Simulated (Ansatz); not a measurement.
System (SMILES): CCl (CH3-Cl).
Atoms: C1, Cl2, H3, H4, H5. Bonds: C1-Cl2, C1-H3, C1-H4, C1-H5.

Basis-set convergence of the optimised C1-H3 bond length at HF with Ansatz (a program for electronic structure). Cartesian d functions, on some or all atoms, in 6-31G*, 6-31+G*, 6-311G**, 6-311+G**; all else is spherical. The program fits the integrals of some runs and decomposes those of others, by size. No added dispersion term, no relativity. Reference: the value in pcseg-3, 1.0755 Å, itself unsure by roughly 0.0003 Å (its mean distance from def2-QZVPP, cc-pV(Q+d)Z). Deviations are taken from unrounded values.

```csv
basis,functions,optimised C1-H3 bond length (Å)
6-31G*,40,1.0779
6-31+G*,48,1.0779
def2-SVP,47,1.0851
def2-SVPD,71,1.0843
pcseg-1,47,1.0790
aug-pcseg-1,77,1.0803
cc-pV(D+d)Z,52,1.0856
aug-cc-pV(D+d)Z,82,1.0841
6-311G**,63,1.0780
6-311+G**,71,1.0782
def2-TZVP,86,1.0771
def2-TZVPD,110,1.0771
pcseg-2,106,1.0757
aug-pcseg-2,165,1.0757
cc-pV(T+d)Z,111,1.0764
aug-cc-pV(T+d)Z,170,1.0763
def2-TZVPP,115,1.0763
def2-TZVPPD,139,1.0763
```

What the diffuse functions change, pair by pair:
- 6-31G* to 6-31+G*: 8 more functions, deviation 0.0024 to 0.0024 Å
- def2-SVP to def2-SVPD: 24 more functions, deviation 0.0096 to 0.0088 Å
- pcseg-1 to aug-pcseg-1: 30 more functions, deviation 0.0035 to 0.0048 Å
- cc-pV(D+d)Z to aug-cc-pV(D+d)Z: 30 more functions, deviation 0.0101 to 0.0086 Å
- 6-311G** to 6-311+G**: 8 more functions, deviation 0.0025 to 0.0028 Å
- def2-TZVP to def2-TZVPD: 24 more functions, deviation 0.0016 to 0.0016 Å
- pcseg-2 to aug-pcseg-2: 59 more functions, deviation 0.0002 to 0.0002 Å
- cc-pV(T+d)Z to aug-cc-pV(T+d)Z: 59 more functions, deviation 0.0009 to 0.0008 Å
- def2-TZVPP to def2-TZVPPD: 24 more functions, deviation 0.0008 to 0.0008 Å

They bring the value nearer the reference by more than 0.0003 Å in 2 of 9 pairs.
